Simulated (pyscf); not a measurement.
Four-centre exchange: H₂B–O–BH₂ + hydrogen chloride (HCl) → H₂B–Cl + H₂B–OH

Gas phase, singlet surface, charge 0. Bonds broken: B1–O2, Cl8–H9. Bonds formed: B1–Cl8, O2–H9. Single points on ωB97X-D3(BJ)/def2-SVP structures (PySCF, gas phase). Correlated levels are frozen-core, on RHF or UHF. ΔMP2 is the change of the MP2 total energy from the triple- to the quadruple-zeta basis.

Transition state (Å):

```xyz
9

B      0.3256     0.3502    -0.4004
O     -0.3323    -0.4043     0.7347
B     -1.1565    -1.4850     0.7569
H     -0.4230     1.0574    -1.0252
H      1.2459    -0.2322    -0.9150
H     -1.5302    -1.8804     1.8344
H     -1.4718    -1.9925    -0.2932
Cl     1.1823     1.5880     1.1014
H      0.2966     0.4743     1.4844
```

One imaginary mode, 1049i cm⁻¹; descent along it reached the two sides named, in the forms told below.

```csv
bond,change,reactant side (Å),saddle,product side
B1–O2,breaks,1.351,1.513,1.731
Cl8–H9,breaks,1.287,1.474,2.487
B1–Cl8,forms,3.1,2.126,1.837
O2–H9,forms,2.8,1.315,0.971
```

Electronic energies relative to the separated reactants (kcal/mol):

```csv
level,barrier,reaction energy,reverse barrier
ωB97X-D3(BJ)/def2-TZVP,13.6,+3.3,10.3
PBE/def2-TZVP,10.3,+4.2,6.1
r²SCAN/def2-TZVP,11.1,+4.4,6.7
B3LYP-D3(BJ)/def2-TZVP,15.0,+5.5,9.5
PBE0-D3(BJ)/def2-TZVP,10.9,+3.7,7.2
M06-2X/def2-TZVP,13.5,+4.8,8.7
ωB97M-D3(BJ)/def2-TZVP,14.4,+4.0,10.4
HF/def2-TZVP,30.9,+4.9,26.0
MP2/def2-QZVPP,12.4,+2.8,9.6
CCSD/def2-TZVPP,17.5,+3.4,14.2
CCSD(T)/def2-TZVPP,14.7,+3.0,11.7
CCSD(T)/def2-TZVPP + ΔMP2(QZVPP),14.9,+3.4,11.5
```

With CCSD(T)/def2-TZVPP + ΔMP2(QZVPP) energies and thermal terms (ideal gas, 1 atm, RRHO with modes under 100 cm⁻¹ raised to 100, one conformer, R ln 2 for chiral ones without a mode under 150 cm⁻¹), in kcal/mol:

```csv
T (K),ΔH‡,ΔG‡,ΔH,ΔG
298,14.2,24.0,+5.0,+3.7
600,14.0,34.1,+4.3,+2.7
900,14.4,44.1,+3.9,+2.0
1200,14.8,53.9,+3.5,+1.4
```

On the product side the descent ends in an adduct with a B–O contact, 9.1 kcal/mol under the separated species and 19.4 kcal/mol under the saddle at ωB97X-D3(BJ)/def2-TZVP. What is counted as broken (B–O) persists as a longer contact in the product adduct; parting that adduct is a step of its own. One saddle was located; it need not be the lowest between these sides. The CCSD(T) − MP2 part came from Ansatz, without density fitting, on the same reference.
